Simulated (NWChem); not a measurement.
Atomisation of BCl3

```
B
Cl 1 1.7421
Cl 1 1.7421 2 120.00
Cl 1 1.7421 2 120.00 3 180.00
```
Charge 0, spin multiplicity 1.

The numbers come from NWChem runs, not from measurements. Structure: optimised with PBE0/def2-SVP, a minimum by its harmonic frequencies.

Basis set: def2-TZVP. The atomisation energy is electronic alone: no zero-point, thermal, spin-orbit or counterpoise terms. No value is extrapolated to the basis-set limit. Free atoms are single determinants with multiplicities B 2, Cl 2.

The structure started from a generated list of species. The stability of the SCF solutions was not checked. Open-shell Hartree-Fock references start from PBE0 orbitals.

**Question.** One of these methods gave an atomisation energy of 329.8 kcal/mol. Which?
(A) BP86
(B) HF
(C) M06-2X
(D) BLYP

**Answer.** A, BP86. The others give 244.6 (HF), 313.2 (BLYP), 327.9 (M06-2X).
